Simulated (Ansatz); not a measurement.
Geometry optimisation, RKS PBE0-D4/def2-SVP in Ansatz.

Input file:

```yaml
crystal:
  periodic: [false, false, false]
  atoms:
    - { symbol: Al, position_ang: [-0.096137, 0.569344, -0.494231] }
    - { symbol: "N", position_ang: [-0.021424, 0.071114, 2.561399] }
    - { symbol: H, position_ang: [-0.808646, -0.231417, 3.132845] }
    - { symbol: H, position_ang: [0.830997, -0.137393, 3.076317] }
    - { symbol: H, position_ang: [1.349416, 0.061032, -0.883571] }
    - { symbol: H, position_ang: [-1.413622, -0.201609, -0.913633] }
    - { symbol: S, position_ang: [-0.260583, 2.642877, 0.35884] }
    - { symbol: H, position_ang: [-1.60966, 2.638317, 0.35211] }
    - { symbol: H, position_ang: [-0.08174, 1.105036, 2.456724] }
basis:
  gaussian: { orbitals: def2-SVP }
hamiltonian:
  xc: pbe0
  dispersion: d4
relax:
  f_tol: 0.03
  max_steps: 50
```

Command:

```bash
$ ansatz run input.yaml --threads 1 --pin off --max-ram 2048MiB --backend cpu --events-out ev --progress --plain --runs-dir out
```

Where does it end, and by what steps?

The forces met the threshold. After 8 steps the energy has fallen by 0.946 eV; H6 moved furthest, 0.63 Å. Joined: Al1–N2 (3.10 → 2.08 Å).

```csv
step,energy less start (eV),largest force component (eV/Å),accepted
0,0.0000,0.799,yes
1,-0.2587,0.729,yes
2,-0.6102,0.822,yes
3,-0.8633,0.700,yes
4,-0.8558,1.534,no
5,-0.9296,0.162,yes
6,-0.9431,0.141,yes
7,-0.9447,0.058,yes
8,-0.9462,0.028,yes
```

```xyz
9
Properties=species:S:1:pos:R:3
Al -0.096 0.537 0.123
N -0.012 0.173 2.164
H -0.787 -0.386 2.524
H 0.860 -0.259 2.473
H 1.357 0.048 -0.324
H -1.423 -0.255 -0.286
S -0.295 2.776 0.222
H -1.645 2.779 0.164
H -0.070 1.104 2.588
```

Whether the end is a true minimum wasn't checked by a vibrational analysis.

Time of the run: 27 s on 1 thread of Arm Neoverse V2, on a shared host, peak memory 0.15 GiB.
